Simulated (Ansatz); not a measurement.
Input file:

```yaml
crystal:
  periodic: [false, false, false]
  atoms:
    - {symbol: Zr, position_ang: [0.000000, 0.000000, 0.000000]}
    - {symbol: Si, position_ang: [0.000000, 0.000000, 2.308942]}
basis:
  gaussian: {orbitals: def2-SVP}
total_charge: 1
magnetization: {spin_polarized: false, initial_magnetization: 1}
correlation: {method: ccsdt_q, electrons: outside_noble_gas}
```

```sh
$ ansatz run in.yaml --threads 1 --pin off --events-out ev --progress --plain --max-ram 2393MiB
```

The program prints:

```
800 factors; integrals over basis functions are off by at most 1.9e-7 eV
mean field evaluation 1: about -9108.3939 eV, gradient 3.3e1 eV
mean field evaluation 2: about -9108.4258 eV, gradient 3.3e1 eV
mean field evaluation 4: about -9114.0330 eV, gradient 3.8e0 eV
mean field evaluation 8: about -9114.3350 eV, gradient 1.3e0 eV
mean field evaluation 16: about -9114.4095 eV, gradient 1.5e-4 eV
mean field evaluation 32: about -9114.7853 eV, gradient 1.8e-6 eV
mean field evaluation 64: about -9114.4094 eV, gradient 4.5e-2 eV
mean field evaluation 96: about -9111.8070 eV, gradient 5.1e0 eV
mean field evaluation 128: about -9113.7114 eV, gradient 8.1e-1 eV
mean field evaluation 160: about -9114.5943 eV, gradient 9.5e-1 eV
...
cycle  24  -5.09387887 eV  change    3.6e-6 eV  update   6.6e-6
cycle  25  -5.09387146 eV  change    7.4e-6 eV  update   4.5e-6
cycle  26  -5.09387055 eV  change    9.1e-7 eV  update   3.0e-6
cycle  27  -5.09387169 eV  change   -1.1e-6 eV  update   2.0e-6
cycle  28  -5.09387181 eV  change   -1.3e-7 eV  update   1.4e-6
cycle  29  -5.09387111 eV  change    7.0e-7 eV  update   9.9e-7
cycle  30  -5.09387161 eV  change   -4.9e-7 eV  update   6.2e-7
cycle  31  -5.09387139 eV  change    2.2e-7 eV  update   4.5e-7
cycle  32  -5.09387151 eV  change   -1.3e-7 eV  update   3.1e-7
cycle  33  -5.09387174 eV  change   -2.3e-7 eV  update   2.2e-7
perturbative correction -0.06364974 eV, -0.0023390848 hartree
Total energy: -9119.94281316 eV, -335.1517166643 hartree
```

Ran on 1 thread of Arm Neoverse V1, shared host: 49 s wall, 0.26 GiB peak host memory.
